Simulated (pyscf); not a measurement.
Structures and frequencies: ωB97X-D3(BJ)/def2-SVP in PySCF.

`[CH3][BH][F]` + `[H][H]` -> `[BH2][CH3]` + `[FH]`
Surface: singlet. Broken: B–F, H–H. Formed: B–H, F–H. Give ΔE‡ and ΔE from ωB97M-D3(BJ)/def2-TZVP, relative to the separated reactants.

ΔE‡ = 42.8 kcal/mol, ΔE = +33.9 kcal/mol. Zero-point energy shifts the barrier by +4.0 kcal/mol. It is a four-centre exchange, with an imaginary mode of 1127i cm⁻¹. The same reactants have a lower exit, to H₂B–F + CH₄ (barrier +32.4 kcal/mol at ωB97M-D3(BJ)/def2-TZVP, against +42.8 kcal/mol here). One saddle was located; it need not be the lowest between these sides.
